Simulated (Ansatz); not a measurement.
# H₂O₂ (singlet): the correlation ladder, cc-pVQZ

Aim: climb from Hartree-Fock through coupled cluster and multireference methods for H₂O₂ (singlet) at one geometry and basis, and see what each rung misses.

Method: cc-pVQZ, core rule «outside noble gas», up to 2 orbitals frozen; program: Ansatz 0.2.0, Gaussian basis.

To be run: UHF; CCSD(T) on RHF; BCCD(T) on RHF; CCSDT(Q) on RHF; CASSCF and NEVPT2, 14 electrons in 10 orbitals.

10 further runs of the same task are left out: 1 that didn't finish, 9 set aside as unsound or not needed.

### Step 1. The system

The geometry is an MP2(full)/6-31G* stationary point (not a proven minimum).

4 atoms, charge 0, spin multiplicity 1.

Atoms are counted from 1 here; the program's logs count them from 0.

Bond lengths: O1–O2 1.468 Å, O1–H3 0.976 Å, O2–H4 0.976 Å. Angles: O2–O1–H3 98.6°, O1–O2–H4 98.6°.

### Step 2. UHF

in.yaml

```yaml
crystal:
  periodic: [false, false, false]
  atoms:
    - {symbol: O, position_ang: [0.000000, 0.734058, -0.028136]}
    - {symbol: O, position_ang: [0.000000, -0.734058, -0.028136]}
    - {symbol: H, position_ang: [0.839547, 0.880752, 0.446615]}
    - {symbol: H, position_ang: [-0.839547, -0.880752, 0.446615]}
basis:
  gaussian: {orbitals: cc-pVQZ}
magnetization: {spin_polarized: true, initial_magnetization: 0}
hamiltonian: {xc: hf}
output: {orbitals: {seedname: orbitals}}
```

On the command line:

```sh
$ ansatz run in.yaml --threads 1 --pin off --events-out ev --progress --plain --max-ram 3956MiB --backend cpu
```

Further steps of the session: CCSD(T) on RHF; BCCD(T) on RHF; CCSDT(Q) on RHF; CASSCF and NEVPT2, 14 electrons in 10 orbitals.

**Question.** What will the summary of the whole plan be? Wanted: RCCSDT(Q) below the RHF energy; RMP2 from RCCSDT(Q); RCCSD from RCCSDT(Q); RCCSD(T) from RCCSDT(Q); NEVPT2 valence from RCCSDT(Q); T1 diagnostic; effectively unpaired electrons.

As calculated:

| quantity | value |
| --- | --- |
| RCCSDT(Q) below the RHF energy | -15.3412 eV |
| RMP2 from RCCSDT(Q) | +66.0 kJ/mol |
| RCCSD from RCCSDT(Q) | +60.1 kJ/mol |
| RCCSD(T) from RCCSDT(Q) | +3.6 kJ/mol |
| NEVPT2 valence from RCCSDT(Q) | +150.0 kJ/mol |
| levels within 1 kcal/mol (43 meV) | RCCSD(T), BCCD(T), RCCSDT |
| T1 diagnostic | 0.011 |
| effectively unpaired electrons | 0.05 |

In words: RCCSD(T) misses by +3.6 kJ/mol, 0.2 % of the correlation energy. One determinant dominates. These misses are within one basis, not against nature.
